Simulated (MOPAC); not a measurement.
MOPAC input (AM1):

```
AM1 PRECISE GNORM=0.05 LET XYZ CHARGE=-1 GEO-OK AUX(PRECISION=9) THREADS=1
CH4N

C     0.03618760 1    0.60041534 1    0.01001252 1
N     0.01219895 1   -0.81758933 1    0.09244576 1
H    -0.95471660 1    1.16629571 1    0.01500298 1
H    -0.48780604 1   -1.15122848 1   -0.74120501 1
H     0.56688663 1    1.01658913 1    0.88942020 1
H     0.57311778 1    1.08897690 1   -0.87041363 1
```

What heat of formation does the run end on?

33.05 kcal/mol.
